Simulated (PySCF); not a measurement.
Structure problem from calculated spectra and properties.

Formula: C2H3N3.

| Quantity | Value |
| --- | --- |
| XPS | C1s 292.1, C1s 292.7, N1s 405.1, N1s 405.9, N1s 407.7 eV [ΔSCF SCAN, pcX-2 on the ionised atom, pcseg-1 elsewhere, spin-free X2C] |
| Dipole | 2.95 D [PBE0/pcSseg-1] |
| 1H NMR | chemical shifts (computed TMS as zero) by class: 9.67 (1 H), 7.97 (1 H), 7.93 (1 H) ppm [GIAO PBE0/pcSseg-1] |
| 13C NMR | chemical shifts (computed TMS as zero) by class: 156.0 (1 C), 144.4 (1 C) ppm [GIAO PBE0/pcSseg-1] |
| Couplings | largest of the computed one-bond spin–spin couplings (means over like bonds): 13C–1H +220.7, 13C–1H +220.1, 15N–1H -110.5, 15N–15N -12.8, 15N–13C -10.2, 15N–13C +6.2, 15N–13C +2.8, 15N–13C +1.1 Hz [B3LYP/pcJ-1] |
| Rotational structure | rotational constants A, B, C: 10.382, 9.955, 5.082 GHz [PBE0-D3(BJ)/def2-SVP] |

The electronic properties come from PySCF, for the isolated species, density fitting. Levels stand in brackets. Geometry: PBE0-D3(BJ)/def2-SVP; no solvent, vibrations or thermal averaging. NMR classes are plain means over equivalent atoms (diastereotopic ones count apart unless rotation or inversion swaps them), as if these changed places fast.

**Question.** Propose a structure and show how it fits.

**Answer.** Numbering: `[cH:1]1[n:2][cH:3][nH:4][n:5]1`. Its formula, C2H3N3, gives 3 degrees of unsaturation: 1 ring and 2 π bonds in the structure found (Kekulé form). 2 carbons fall into 2 classes; from least to most shielded: aromatic CH next to a ring nitrogen [C1] (156.0 ppm), aromatic CH next to a ring nitrogen [C3] (144.4 ppm). Hydrogen classes from least to most shielded: 1 H on a pyrrole-type nitrogen, N4 (9.67 ppm), 1 H on an aromatic CH next to a ring nitrogen, C3 (7.97 ppm), 1 H on an aromatic CH next to a ring nitrogen, C1 (7.93 ppm). The couplings run between: +220.7 Hz, aromatic CH next to a ring nitrogen [C3] and its hydrogen; +220.1 Hz, aromatic CH next to a ring nitrogen [C1] and its hydrogen; -110.5 Hz, pyrrole-type nitrogen [N4] and its hydrogen; -12.8 Hz, pyrrole-type nitrogen [N4] and pyridine-type nitrogen [N5]; -10.2 Hz, pyrrole-type nitrogen [N4] and aromatic CH next to a ring nitrogen [C3]; +6.2 Hz, pyridine-type nitrogen [N2] and aromatic CH next to a ring nitrogen [C1]; +2.8 Hz, pyridine-type nitrogen [N5] and aromatic CH next to a ring nitrogen [C1]; +1.1 Hz, pyridine-type nitrogen [N2] and aromatic CH next to a ring nitrogen [C3]. The core levels belong to: C1s 292.1 eV, aromatic CH next to a ring nitrogen [C1]; C1s 292.7 eV, aromatic CH next to a ring nitrogen [C3]; N1s 405.1 eV, pyridine-type nitrogen [N2]; N1s 405.9 eV, pyridine-type nitrogen [N5]; N1s 407.7 eV, pyrrole-type nitrogen [N4]. The optimised geometry has point group Cs and is an asymmetric top. Structure: `c1nc[nH]n1`. The assignments are read from this structure; whether some other isomer fits the data as well wasn't checked.
